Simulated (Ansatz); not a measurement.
Relaxation of H4OSi (6 atoms, charge 0, multiplicity 1), to a largest force component of 0.03 eV/Å in at most 50 steps.

All numbers below come from RKS B3LYP-D4/def2-SVP (Ansatz).

```xyz
6
Properties=species:S:1:pos:R:3
Si -0.121 0.080 -0.916
O 1.152 0.196 1.639
H 0.757 -0.606 2.017
H 1.768 -0.151 0.953
H -1.127 1.188 -0.614
H -1.009 -0.987 -0.261
```

Where does it end, and by what steps?

It converged. The force dipped under the threshold on the way, but the program's further checks kept it going. After 12 steps the energy has fallen by 0.476 eV; O2 moved furthest, 0.57 Å. Joined: Si1–O2 (2.86 → 2.10 Å).

| step | energy less start (eV) | largest force component (eV/Å) | accepted |
| --- | --- | --- | --- |
| 0 | 0.0000 | 1.069 | yes |
| 1 | -0.1377 | 1.646 | yes |
| 2 | -0.2903 | 1.652 | yes |
| 3 | -0.4275 | 0.902 | yes |
| 4 | -0.4599 | 0.242 | yes |
| 5 | -0.4516 | 0.416 | no |
| 6 | -0.4691 | 0.073 | yes |
| 7 | -0.4735 | 0.044 | yes |
| 8 | -0.4691 | 0.488 | no |
| 9 | -0.4753 | 0.033 | yes |
| 10 | -0.4763 | 0.017 | yes |
| 11 | -0.4763 | 0.035 | no |
| 12 | -0.4764 | 0.010 | yes |

```xyz
6
Properties=species:S:1:pos:R:3
Si -0.011 0.106 -0.757
O 0.981 0.166 1.094
H 0.452 -0.207 1.816
H 1.810 -0.337 1.063
H -1.016 1.101 -0.171
H -0.796 -1.110 -0.227
```

Whether the end is a true minimum wasn't checked by a vibrational analysis.

Run time: 18 s on 1 thread of AMD EPYC 7R43 64-Core Processor (Zen 3), with other jobs on the host, peak memory 0.12 GiB.
